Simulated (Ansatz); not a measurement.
# CH5: the cost of one run

Method: PBE0-D4/def2-SVP, unrestricted; program: Ansatz 0.2.0, Gaussian basis.

1 further run of the same task is left out (it didn't finish).

## Step 1: Starting geometry

The start, a first-order saddle point found at PBE0-D4 in triple zeta: 6 atoms, charge 0, spin multiplicity 2.

Atoms are counted from 1 here; the program's logs count them from 0.

Bond lengths: C3–H4 1.085 Å, C3–H5 1.085 Å, C3–H6 1.085 Å. Angles: H4–C3–H5 115.7°, H4–C3–H6 115.7°, H5–C3–H6 115.7°.

Coordinates:

```csv
atom,x (Å),y (Å),z (Å)
H1,-0.6855,-0.6238,0.0995
H2,-1.3300,-1.2102,0.1930
C3,0.3785,0.3444,-0.0549
H4,1.2621,-0.2841,-0.0377
H5,0.1393,0.7943,-1.0123
H6,0.2355,0.9795,0.8125
```

## Step 2: The run

md/in.yaml

```yaml
crystal:
  periodic: [false, false, false]
  atoms:
    - {symbol: H, position_ang: [-0.685539, -0.623795, 0.099466]}
    - {symbol: H, position_ang: [-1.329970, -1.210241, 0.192975]}
    - {symbol: C, position_ang: [0.378474, 0.344444, -0.054918]}
    - {symbol: H, position_ang: [1.262073, -0.284136, -0.037691]}
    - {symbol: H, position_ang: [0.139331, 0.794294, -1.012313]}
    - {symbol: H, position_ang: [0.235530, 0.979534, 0.812482]}
basis:
  gaussian: {orbitals: def2-SVP}
magnetization: {spin_polarized: true, initial_magnetization: 1}
hamiltonian: {xc: pbe0, dispersion: d4}
md: {n_steps: 30, timestep: 0.25, temperature: 300, ensemble: nvt_nose_hoover, seed: 837, initial_velocities: maxwell_boltzmann}
```

On the command line:

```console
> ansatz run in.yaml --threads 2 --pin off --events-out ev --progress --plain --max-ram 4352MiB
```

**Question.** How long does this run take on 2 threads of Arm Neoverse V1, shared host?

About 14 s.
